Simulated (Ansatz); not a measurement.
HfO2 (P2₁/c, No. 14) was calculated with PBE in Ansatz (PAW).

Settings: plane-wave cutoff 520 eV, 8×8×8 k mesh, scalar-relativistic PAW data made under PBE.

Cell (relaxed at this level):

```cif
data_Hf4O8
_chemical_formula_sum 'Hf4 O8'
_space_group_name_H-M_alt 'P 1'
_space_group_IT_number 1
_cell_length_a 5.16150
_cell_length_b 5.21153
_cell_length_c 5.35206
_cell_angle_alpha 90.000
_cell_angle_beta 99.665
_cell_angle_gamma 90.000
loop_
_space_group_symop_operation_xyz
  'x, y, z'
loop_
_atom_site_label
_atom_site_type_symbol
_atom_site_fract_x
_atom_site_fract_y
_atom_site_fract_z
_atom_site_occupancy
Hf1 Hf 0.72425 0.95711 0.79165 1
Hf2 Hf 0.27575 0.45711 0.70835 1
Hf3 Hf 0.27575 0.04289 0.20835 1
Hf4 Hf 0.72425 0.54289 0.29165 1
O1 O 0.55080 0.24281 0.52333 1
O2 O 0.44920 0.74281 0.97667 1
O3 O 0.44920 0.75719 0.47667 1
O4 O 0.55080 0.25719 0.02333 1
O5 O 0.93291 0.67146 0.65147 1
O6 O 0.06709 0.17146 0.84853 1
O7 O 0.06709 0.32854 0.34853 1
O8 O 0.93291 0.82854 0.15147 1
```

**Question.** Give the computed Voigt–Reuss–Hill bulk modulus, Voigt–Reuss–Hill shear modulus (Hill average), Young modulus and Poisson ratio.

**Answer.** 
* **Voigt–Reuss–Hill bulk modulus**: 198 GPa
* **Voigt–Reuss–Hill shear modulus (Hill average)**: 95.1 GPa
* **Young modulus**: 246 GPa
* **Poisson ratio**: 0.293

Note: the relaxation could not lower the start's symmetry, so the cell can be a saddle point above a distorted one.

Elastic constants are with the ions relaxed.

Spin–orbit coupling is not included.

Static lattice: no zero-point or thermal effects.

Computing time: about 3 core-hours (a rough figure).

Ansatz is a quantum-chemistry and plane-wave program.
